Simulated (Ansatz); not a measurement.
We consider CaB6-type CaB₆, described by G0W0@PBEsol (plane waves, hard PAW, contour deformation; Ansatz, a program for electronic structure).

The same calculation (at the measured cell, 10.174 Å³/atom) with different numerical settings; throughout: k mesh 2×2×2:

| run | response cutoff (eV) | empty bands | quasiparticle gap on the mesh (eV) | quasiparticle gap at Γ (eV) | rough time |
|---|---|---|---|---|---|
| 1 | 100 | 297 | 1.103 | 5.284 | 10 core-s |
| 2 | 150 | 546 | 1.173 | 5.285 | 40 core-s |
| 3 | 200 | 840 | 1.200 | 5.279 | 2 core-min |
| 4 | 250 | 1174 | 1.211 | 5.270 | 6 core-min |
| 5 | 300 | 1544 | 1.217 | 5.263 | 7 core-min |
| 6 | 400 | 2377 | 1.221 | 5.252 | 20 core-min |

In the column quasiparticle gap on the mesh (eV) the first row differs from the last by -0.118 and the next to last by -0.004.

The last row is no converged limit: other settings stay fixed.

Note: the boron position of this cell differs from later refinements.
